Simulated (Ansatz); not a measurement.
**Crystal structures of niobium under BLYP**

Theory: DFT, BLYP, plane waves (420 eV) with PAW, scalar-relativistic (Ansatz). (PAW data from PBE, frozen cores regenerated.)

Each structure is relaxed within its own symmetry, so a high-lying one may be dynamically unstable.

```
        structure  ΔE (meV/atom)  V (Å³/atom)                                     cell     magnetic state
              bcc              0        18.82                              a = 3.352 Å  spin not included
              A15            101        19.29                              a = 5.364 Å  spin not included
omega (AlB2-type)            182        19.24   a = 4.955 Å, c = 2.715 Å (c/a = 0.548)  spin not included
             dhcp            260        19.43  a = 2.891 Å, c = 10.738 Å (c/a = 3.714)  spin not included
              hcp            266        19.44   a = 2.896 Å, c = 5.355 Å (c/a = 1.849)  spin not included
              fcc            309        19.50                              a = 4.273 Å  spin not included
     simple cubic            811        21.07                              a = 2.762 Å  spin not included
          diamond           2071        27.59                              a = 6.044 Å  spin not included
```

ΔE counts from bcc.

Differences under about 8 meV lie within the error of the k-point mesh.
